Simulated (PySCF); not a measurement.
Z-matrix (Å, degrees):
```
Cl
```
Charge 0, spin multiplicity 2.

### Question
Estimate the total energy, dipole moment and highest occupied spin orbital that CAM-B3LYP-D3(BJ)/def2-TZVP in PySCF returns for this input.

### Answer

The total energy is -460.1662 Ha and the dipole moment is 0.00 D. The highest occupied spin orbital comes out as -11.00 eV.
